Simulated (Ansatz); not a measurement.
## What a trial cell of Ta3Be relaxes into

Computed with DFT PBE, scalar-relativistic, plane waves, PAW in Ansatz. Cutoff 420 eV, Γ-centred k mesh, Gaussian smearing, no spin polarisation in the final step.

The start puts Ta3Be on the Cu3Au (L1_2) structure type (Pm-3m, No. 221), with Be in place of Au, Ta in place of Cu, at a guessed volume.

```
Ta Be
1.0
     3.83296    0.00000    0.00000
     0.00000    3.83296    0.00000
     0.00000    0.00000    3.83296
Ta Be
3 1
Direct
  0.00000 0.50000 0.50000
  0.50000 0.00000 0.50000
  0.50000 0.50000 0.00000
  0.00000 0.00000 0.00000
```

Cell and atoms relax at zero pressure; the relaxation can't lower the symmetry of the start. After a coarse first stage the cell is made exact in the group found at 0.06 Å.

Formation energies are uncorrected and refer to the elements' standard structures at the same level.

Question: Describe the relaxed structure.

Answer: It keeps Pm-3m (No. 221). The result has the Cu3Au (L1_2) structure. Conventional cell: a = 4.029 Å. Ta is coordinated by 4 Be at 2.85 Å and 8 Ta at 2.85 Å; Be has 12 Ta at 2.85 Å.

```xyz
4
Lattice="4.0288 0.0000 0.0000 0.0000 4.0288 0.0000 0.0000 0.0000 4.0288" Properties=species:S:1:pos:R:3 pbc="T T T"
Ta    0.0000    2.0144    2.0144
Ta    2.0144    0.0000    2.0144
Ta    2.0144    2.0144    0.0000
Be    0.0000    0.0000    0.0000
```

Question: What are its volume, energy, density and gap?

Answer: The volume per atom is 16.35 Å³, the density is 14.01 g/cm³ and the energy over the elements is 0.16 eV/atom. The gap on the 12×12×12 mesh is 0 eV (a metal).

The final run used a 12×12×12 mesh on its 4-atom cell and 0.10 eV smearing. For metals, differences of a few meV/atom aren't resolved. Spin–orbit coupling is left out. Symmetry constrained the relaxation, so the result can be a saddle point. The steps took roughly 40 core-seconds in all.

Cost: 3 runs of about 0.63 core-minutes in all, on Arm Neoverse V1 (shared hosts).